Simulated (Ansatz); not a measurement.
`C[SiH]F` radical. The species carries charge 0 and has multiplicity 2.

Z-matrix (Å, degrees):
```
C
Si 1 1.864
H 1 1.093 2 109.9
H 1 1.091 2 111.5 3 120.2
H 1 1.094 2 110.0 3 -119.4
F 2 1.609 1 108.7 3 176.3
H 2 1.494 1 111.7 3 58.9
```

Q: Give the diagnostics of a CCSD(T)/def2-TZVPP run (frozen core, Ansatz 0.2.0). (Best estimate.)

A: Ansatz gave: T1 = 0.0128, largest single amplitude 0.029, largest double 0.021, (T) share of the correlation energy 3.1 %, 10 CCSD cycles. ⟨S²⟩ of the UHF reference is 0.753 against 0.75 for a pure state. T1 lies under the customary mark of 0.045 for open shells.
